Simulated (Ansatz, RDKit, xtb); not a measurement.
# Isomers of C5H5F, a sample narrowed down, part 2 of 2

Which of a sample of isomers of C5H5F is the most stable in the gas at 298.15 K, and what are its properties? The sample is small against all isomers, and the most stable one of this formula need not be in it.

xtb, Ansatz and PySCF; isolated molecules. The steps go on from the part before.

## (7) Are they minima? Harmonic frequencies

The lowest few go on as finalists. Harmonic vibrations at PBE0-D3(BJ)/def2-SVP test each finalist and give the zero-point energy and the thermal terms. The first, c734a:

input.yaml reads:

```yaml
crystal:
  periodic: [false, false, false]
  atoms:
    - {symbol: C, position_ang: [-2.118248, 1.388992, 3.388237]}
    - {symbol: C, position_ang: [-0.991428, 1.068564, 2.736073]}
    - {symbol: C, position_ang: [-0.930460, 0.615563, 1.389991]}
    - {symbol: C, position_ang: [-0.844127, 0.226072, 0.242025]}
    - {symbol: C, position_ang: [-0.762594, -0.239154, -1.134761]}
    - {symbol: F, position_ang: [0.527387, -0.495973, -1.518663]}
    - {symbol: H, position_ang: [-2.082915, 1.730574, 4.424936]}
    - {symbol: H, position_ang: [-3.096892, 1.319245, 2.907042]}
    - {symbol: H, position_ang: [-0.026634, 1.150770, 3.251066]}
    - {symbol: H, position_ang: [-1.187461, 0.522713, -1.812703]}
    - {symbol: H, position_ang: [-1.356561, -1.163158, -1.253002]}
basis:
  gaussian: {orbitals: def2-SVP}
total_charge: 0
hamiltonian: {xc: {name: PBE0}, dispersion: d3bj}
scf: {lower_state_search: "off"}
phonons: {}
```

The run is started by

```sh
ansatz run input.yaml --threads 2 --pin off --max-ram 5220MiB --events-out events.jsonl --progress --plain --runs-dir runs
```

What it wrote (excerpt; [...] marks lines left out):

```text
Warning: RAYON_NUM_THREADS=2 ignored (pool sized by the plan → 2); use --threads N
Functional definition: PBE0
  name "PBE0"
[...]
1241 factors; integrals over basis functions are off by at most 3.9e-4 eV
[...]
mean field -7965.62810953 eV, -292.7314337286 hartree, gradient 8.0e-6 eV, S^2 0.000000; 0 other end points of the search recorded, 0 dependent functions left out
[...]
reference -7965.62813527 eV, -292.7314346746 hartree; 22, 22 occupied and 87, 87 virtual orbitals, 1241 factors
[...]
1241 factors; integrals over basis functions are off by at most 3.9e-4 eV
mean field -7965.62786152 eV, -292.7314246145 hartree, gradient 2.0e-6 eV, S^2 0.000000; 0 other end points of the search recorded, 0 dependent functions left out
[...]
reference -7965.62788726 eV, -292.7314255603 hartree; 22, 22 occupied and 87, 87 virtual orbitals, 1241 factors
[...]
1241 factors; integrals over basis functions are off by at most 3.9e-4 eV
[...]
Atom 5 at     0.527387    -0.495973    -1.518663 Å, force    -0.000329    -0.000014    -0.000331 eV/Å
Atom 6 at    -2.082915     1.730574     4.424936 Å, force    -0.001950    -0.000591    -0.000787 eV/Å
Atom 7 at    -3.096892     1.319245     2.907042 Å, force    -0.001773     0.000488     0.001611 eV/Å
Atom 8 at    -0.026634     1.150770     3.251066 Å, force     0.001101     0.000756     0.001024 eV/Å
Atom 9 at    -1.187461     0.522713    -1.812703 Å, force    -0.000712     0.000239    -0.000099 eV/Å
Atom 10 at    -1.356561    -1.163158    -1.253002 Å, force    -0.000575     0.000068    -0.000028 eV/Å
Dipole moment:    -0.352059     0.083212     0.144576 e Å
Vibrations: 18.61 105.09 176.60 222.61 376.34 529.22 548.44 702.01 775.38 946.90 1006.55 1008.53 1033.28 1111.97 1207.94 1256.93 1297.70 1401.84 1429.52 1464.39 1706.25 2360.50 3048.20 3098.59 3171.95 3181.17 3286.51 cm⁻¹, zero-point energy 2.261040 eV
Checks for a lower state left out: stability, starts, cluster_reference, orbital_swaps, neighbouring_geometries, increment
```

Wall time 2.3 min (2 threads of Intel Xeon Platinum 8375C at 2.90GHz (Ice Lake), shared host).

## (8) Thermal terms of the finalists

At 298.15 K and 1 atm, ideal gas, rigid rotor and harmonic oscillator:

```
label           SMILES     spin  point group  lowest mode (cm⁻¹)  zero-point (kcal/mol)  G − E (kcal/mol)
c734a         C=CC#CCF  singlet           Cs                  18                   52.1              32.0
c984a  C#C[C@@H](F)C=C  singlet           C1                  94                   51.7              32.5
c501b         C=CCC#CF  singlet           Cs                 108                   52.2              33.2
```

Chiral structures get −RT ln 2 for their mirror image.

## (9) Last filter: a higher level

Single points at CCSD(T)/def2-SVP + MP2/def2-TZVPP - MP2/def2-SVP on the refined geometries decide the order.

c734a, CCSD(T)/def2-SVP:

input.yaml: that of step 7 with these lines changed.

```diff
@@ -16,5 +16,3 @@
   gaussian: {orbitals: def2-SVP}
-total_charge: 0
-hamiltonian: {xc: {name: PBE0}, dispersion: d3bj}
-scf: {lower_state_search: "off"}
-phonons: {}
+magnetization: {spin_polarized: false}
+correlation: {method: ccsd_t, frozen_orbitals: {F: 1, C: 1, H: 0}}
```

The run is started by

```sh
ansatz run input.yaml --threads 2 --pin off --max-ram 5220MiB --events-out events.jsonl --progress --plain --runs-dir runs
```

What it wrote (excerpt; [...] marks lines left out):

```text
Warning: RAYON_NUM_THREADS=2 ignored (pool sized by the plan → 2); use --threads N
Functional definition: HF
  name "HF"
[...]
1118 factors; integrals over basis functions are off by at most 1.5e-3 eV
[...]
mean field -7928.65433282 eV, -291.3726724960 hartree, gradient 1.5e-6 eV, S^2 0.000000; 0 other end points of the search recorded, 0 dependent functions left out; unrestricted orbitals would lower it
6 core orbitals not correlated: weight in the atoms' cores, before any rotation towards them, 1.000 or more for the frozen orbitals, at most 0.000 for the correlated occupied ones
reference -7928.65433282 eV, -291.3726724960 hartree; 16, 16 occupied and 87, 87 virtual orbitals, 1118 factors
second order -22.57169743 eV of doubles, -0.00000000 eV of singles
cycle   1  -22.93696629 eV  change   -3.7e-1 eV  update   1.1e-1
[...]
cycle  10  -23.74849955 eV  change    1.3e-5 eV  update   1.7e-5
perturbative correction -0.84097556 eV, -0.0309052818 hartree
Total energy: -7953.24380793 eV, -292.2763190391 hartree
```

It took 9.3 s on 2 threads of Intel Xeon Platinum 8375C at 2.90GHz (Ice Lake), shared host; peak memory 0.58 GiB.

## (10) c734a at MP2/def2-TZVPP

input.yaml: that of step 9 with these lines changed.

```diff
@@ -15,4 +15,3 @@
 basis:
-  gaussian: {orbitals: def2-SVP}
-magnetization: {spin_polarized: false}
-correlation: {method: ccsd_t, frozen_orbitals: {F: 1, C: 1, H: 0}}
+  gaussian: {orbitals: def2-TZVPP}
+correlation: {method: mp2, frozen_orbitals: {F: 1, C: 1, H: 0}}
```

The run is started by

```sh
ansatz run input.yaml --threads 2 --pin off --max-ram 5220MiB --events-out events.jsonl --progress --plain --runs-dir runs
```

What it wrote:

```text
Warning: RAYON_NUM_THREADS=2 ignored (pool sized by the plan → 2); use --threads N
Functional definition: HF
  name "HF"
  exchange = exact_x
  correlation = 0
1557 factors; integrals over basis functions are off by at most 1.0e-3 eV
mean field evaluation 1: about -7934.1821 eV, gradient 3.5e1 eV
mean field evaluation 2: about -7934.5302 eV, gradient 3.5e1 eV
mean field evaluation 4: about -7937.8216 eV, gradient 5.3e0 eV
mean field evaluation 8: about -7937.8939 eV, gradient 4.1e-1 eV
mean field evaluation 16: about -7937.8947 eV, gradient 2.0e-6 eV
mean field -7937.89471934 eV, -291.7122504374 hartree, gradient 2.0e-6 eV, S^2 0.000000; 0 other end points of the search recorded, 0 dependent functions left out; unrestricted orbitals would lower it
6 core orbitals not correlated: weight in the atoms' cores, before any rotation towards them, 1.000 or more for the frozen orbitals, at most 0.000 for the correlated occupied ones
reference -7937.89471934 eV, -291.7122504374 hartree; 16, 16 occupied and 234, 234 virtual orbitals, 1557 factors
second order -28.07708454 eV of doubles, -0.00000000 eV of singles
Total energy: -7965.97180388 eV, -292.7440642630 hartree
```

Wall time 6.3 s (2 threads of Intel Xeon Platinum 8375C at 2.90GHz (Ice Lake), shared host); peak memory 0.6 GiB.

## (11) c984a at CCSD(T)/def2-SVP

input.yaml reads:

```yaml
basis:
  gaussian:
    orbitals: def2-SVP
crystal:
  periodic: [false, false, false]
  atoms:
    - {symbol: C, position_ang: [1.399994, 2.110273, 1.235388]}
    - {symbol: C, position_ang: [0.990313, 1.120469, 0.673744]}
    - {symbol: C, position_ang: [0.467841, -0.063808, -0.014256]}
    - {symbol: C, position_ang: [-0.762081, -0.595606, 0.668645]}
    - {symbol: C, position_ang: [-0.860640, -1.836769, 1.135521]}
    - {symbol: F, position_ang: [1.436719, -1.033805, -0.095665]}
    - {symbol: H, position_ang: [1.768781, 2.985221, 1.738846]}
    - {symbol: H, position_ang: [0.207753, 0.228222, -1.050641]}
    - {symbol: H, position_ang: [-1.586443, 0.119463, 0.758782]}
    - {symbol: H, position_ang: [-1.774343, -2.184350, 1.622826]}
    - {symbol: H, position_ang: [-0.027622, -2.537540, 1.043029]}
correlation:
  method: ccsd_t
  frozen_orbitals: {F: 1, C: 1, H: 0}
```

The run is started by

```sh
ansatz run input.yaml --threads 2 --pin off --max-ram 5220MiB --events-out events.jsonl --progress --plain --runs-dir runs
```

What it wrote (excerpt; [...] marks lines left out):

```text
Warning: RAYON_NUM_THREADS=2 ignored (pool sized by the plan → 2); use --threads N
Functional definition: HF
  name "HF"
[...]
1115 factors; integrals over basis functions are off by at most 1.5e-3 eV
[...]
mean field -7928.41048024 eV, -291.3637110791 hartree, gradient 1.8e-6 eV, S^2 0.000000; 0 other end points of the search recorded, 0 dependent functions left out
6 core orbitals not correlated: weight in the atoms' cores, before any rotation towards them, 1.000 or more for the frozen orbitals, at most 0.000 for the correlated occupied ones
reference -7928.41048024 eV, -291.3637110791 hartree; 16, 16 occupied and 87, 87 virtual orbitals, 1115 factors
second order -22.60087620 eV of doubles, -0.00000000 eV of singles
cycle   1  -23.00278938 eV  change   -4.0e-1 eV  update   1.1e-1
[...]
cycle   9  -23.81109857 eV  change   -1.7e-5 eV  update   2.4e-5
perturbative correction -0.83284212 eV, -0.0306063833 hartree
Total energy: -7953.05442092 eV, -292.2693591949 hartree
```

Run time: 8.7 s. Hardware: 2 threads of Intel Xeon Platinum 8375C at 2.90GHz (Ice Lake), shared host; peak memory 0.58 GiB.

For c734a the log finds that unrestricted Hartree-Fock orbitals lie lower, a sign to watch the closed-shell reference there.

## (12) The ranking

Energies in kcal/mol from c734a; G adds the thermal terms to the CCSD(T)/def2-SVP + MP2/def2-TZVPP - MP2/def2-SVP energy. The columns left of the relaxed level are at the tight-binding geometries.

```
label           SMILES     spin  GFN2-xTB  HF/STO-3G  r2SCAN-D4/def2-SVP  PBE0-D3(BJ)/def2-SVP  HF/def2-SVP  MP2/def2-SVP  CCSD(T)/def2-SVP + MP2/def2-TZVPP - MP2/def2-SVP     G  share at equilibrium     T1
c734a         C=CC#CCF  singlet       0.0        0.0                 0.0                   0.0          0.0           0.0                                               0.0   0.0               100.0 %  0.012
c984a  C#C[C@@H](F)C=C  singlet       8.4        7.3                 7.1                   7.0          5.6           5.0                                               4.5   5.0               < 0.1 %  0.012
c501b         C=CCC#CF  singlet       7.9        4.9                16.1                  14.5         18.4          15.7                                              17.8  19.0               < 0.1 %  0.012
```

Lowest found: c734a, `C=CC#CCF`, a singlet of point group Cs. Bond lengths: C1–C2 1.341 Å, C2–C3 1.422 Å, C3–C4 1.215 Å, C4–C5 1.456 Å, C5–F6 1.370 Å, C1–H7 1.092 Å, C1–H8 1.093 Å, C2–H9 1.097 Å, C5–H10 1.105 Å, C5–H11 1.105 Å. Some angles: C1–C2–C3 124.9°, C2–C3–C4 178.4°, C3–C4–C5 179.1°, C4–C5–F6 112.2°, C1–C2–H9 119.5°, C3–C2–H9 115.5°, C2–C1–H7 120.6°, C2–C1–H8 121.5°, C4–C5–H10 109.8°, C4–C5–H11 109.8°.

```xyz
11

C    -2.1182    1.3890    3.3882
C    -0.9914    1.0686    2.7361
C    -0.9305    0.6156    1.3900
C    -0.8441    0.2261    0.2420
C    -0.7626   -0.2392   -1.1348
F     0.5274   -0.4960   -1.5187
H    -2.0829    1.7306    4.4249
H    -3.0969    1.3192    2.9070
H    -0.0266    1.1508    3.2511
H    -1.1875    0.5227   -1.8127
H    -1.3566   -1.1632   -1.2530
```

## (13) Summary of results

What follows sums up all 2 parts.

| quantity | value |
| --- | --- |
| lowest structure found | C=CC#CCF, singlet, Cs |
| next finalist | C#C[C@@H](F)C=C, singlet, 5.0 kcal/mol higher in G |
| share at equilibrium, among the finalists | 100.0 % |
| funnel | 5 starts, 5 minima at GFN2-xTB from these starts (7 with those found later), 7 screening runs, 3 relaxed, 3 ranked |
| CPU time of all runs | 17 min |
| harmonic wavenumbers, lowest and highest (PBE0-D3(BJ)/def2-SVP) | 18 and 3287 cm⁻¹ |
| rotational constants, same geometry | 0.7375, 0.04214, 0.04017 cm⁻¹ |

**Reading.** The lowest structure found is `C=CC#CCF`. The margin of 5.0 kcal/mol over the next finalist is beyond the usual error of the last level; it says nothing of structures that weren't ranked. GFN2-xTB, HF/STO-3G, r2SCAN-D4/def2-SVP, PBE0-D3(BJ)/def2-SVP, HF/def2-SVP and MP2/def2-SVP already put its bonding pattern lowest among the structures in one piece. The largest share of the time went into the vibrations (77 % of the CPU time that the search's summary counts). Lowest found is not proven lowest: the search is finite, and each finalist counts with one conformer. Only 3 drawn patterns were tried, so whole families of isomers are missing, and the result ranks this sample alone.
